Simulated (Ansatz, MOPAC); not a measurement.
Barrier height from FH + F to the transition structure F2H, without zero-point energy, on the benchmark's geometries as Psi4's copy of the set gives them.
Transition structure (charge 0, multiplicity 2):
```xyz
3

H      0.000     0.000    -2.231
F      0.000     0.000    -0.616
F      0.000     0.000     0.864
```
Reactant (charge 0, multiplicity 1):
```xyz
2

F      0.000     0.000     0.000
H      0.915     0.000     0.000
```

Open shells are unrestricted; no spin–orbit coupling.

The state that PM6, PM7 reach isn't checked; PM7 holds dispersion and hydrogen-bond terms.

The values were computed with Ansatz (Gaussian basis) for Hartree–Fock, density functionals and correlated methods; MOPAC for PM6, PM7 (differences of heats of formation). 

**Question.** One of these levels gives 407.3 kJ/mol for the barrier height. Which one is it?
A) HF/aug-cc-pVQZ
B) PM6
C) PM7

**Answer.** B, PM6. The others give 369.6 (PM7), 515.8 (HF/aug-cc-pVQZ)

Doubts at one or more of the structures used: a spin-contaminated determinant (HF/aug-cc-pVQZ).

Ansatz is a first-principles code.
